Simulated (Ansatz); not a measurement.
Z-matrix (Å, degrees):
```
C
F 1 1.358
N 1 1.443 2 114.6
N 1 1.443 2 114.6 3 -100.6
H 1 1.097 2 106.5 3 129.7
C 3 1.412 1 88.1 2 -131.1
H 3 1.008 1 120.6 2 104.3
H 4 1.008 1 120.6 2 -104.2
C 6 1.325 3 134.3 1 -163.2
H 9 1.081 6 120.5 3 -2.3
H 9 1.081 6 120.5 3 179.4
```

Charge 0, multiplicity 1.

List the B3LYP/def2-TZVPP orbital energies in eV (Ansatz 0.2.0). (Best estimate.)

Computed: Occupied: -671.60, -390.25, -390.25, -280.96, -278.93, -276.21, -33.28, -28.32, -23.35, -20.68, -17.93, -17.12, -14.77, -14.35, -14.31, -12.77, -12.13, -11.08, -10.75, -10.42, -10.03, -7.76, -6.13. Lowest empty: 0.36, 0.97, 1.24, 1.86, 2.52, 2.90, 2.96, 3.72.

B3LYP here is the variant with VWN-RPA as its local correlation; programs differ in this.
